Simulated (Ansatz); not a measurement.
Input for Ansatz (development build ahead of 0.2.0):

```yaml
crystal:
  periodic: [false, false, false]
  atoms:
    - { symbol: C, position_ang: [0.0, 0.0, -1.20315] }
    - { symbol: C, position_ang: [0.0, 0.0, 0.0] }
    - { symbol: C, position_ang: [0.0, 0.0, 1.20315] }
    - { symbol: H, position_ang: [0.0, -0.86184, -1.72492] }
    - { symbol: H, position_ang: [0.0, 0.86184, -1.72492] }
    - { symbol: H, position_ang: [-0.86184, 0.0, 1.72492] }
    - { symbol: H, position_ang: [0.86184, 0.0, 1.72492] }
basis:
  gaussian: { orbitals: def2-TZVP }
hamiltonian:
  xc: hf
```

The input is written out in the form of the current development build from the run's settings.

Output:

* Converged: yes
* Total energy: -115.86803 hartree
* Spin squared of the determinant: 0.000

Caution: no unrestricted run beside it, a lower state can exist.
